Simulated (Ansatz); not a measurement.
The first iterations of a band of AlH3O2 + H2 (8 atoms, charge 0, multiplicity 1).

Method: RKS PBE0/6-31G* in Ansatz 0.2.0.

- movable images: 7
- climbing image: yes
- spring: 5.0 eV/Å²
- optimiser: quadratic models (default)
- start path: through a guess of the saddle point
- force threshold: 0.05 eV/Å
- iteration limit: 60
- end points: relaxed

Image 0:

```xyz
8
Properties=species:S:1:pos:R:3
Al -0.124 -0.522 -0.140
O 0.115 -0.352 1.547
H -0.633 -0.159 2.120
O 1.230 -0.887 -1.107
H 2.098 -1.000 -0.707
H -1.531 -0.362 -0.840
H 0.005 2.958 1.550
H 0.110 2.221 1.579
```

Image 8:

```xyz
8
Properties=species:S:1:pos:R:3
Al 0.059 0.476 -0.156
O 0.017 0.152 1.864
H -0.874 -0.133 2.117
O 1.557 -0.181 -0.710
H 1.562 -1.098 -1.000
H -1.293 -0.364 -0.408
H 0.036 2.076 -0.059
H 0.207 0.967 2.352
```

| iteration | highest image above the first end (eV) | largest band force component (eV/Å) |
| --- | --- | --- |
| 1 | 2.027 | 12.001 |
| 2 | 1.126 | 2.019 |
| 3 | 1.112 | 3.351 |
| 4 | 1.196 | 1.351 |
| 5 | 0.943 | 2.153 |

Does the band converge within its limit, and where does its top end?

It converged. It ended after 15 iterations with the highest image 1.110 eV above the first end. A vibrational analysis at the climbing image gives 2 clearly imaginary modes (1301i, 243i cm⁻¹): a point of higher order, so a lower path passes nearby. The orbitals stay closed-shell, which can raise the energy where a bond breaks towards radicals; this wasn't checked here.

The run took 3.4 min on 1 thread of Arm Neoverse V1, on a shared host, peak memory 0.12 GiB.
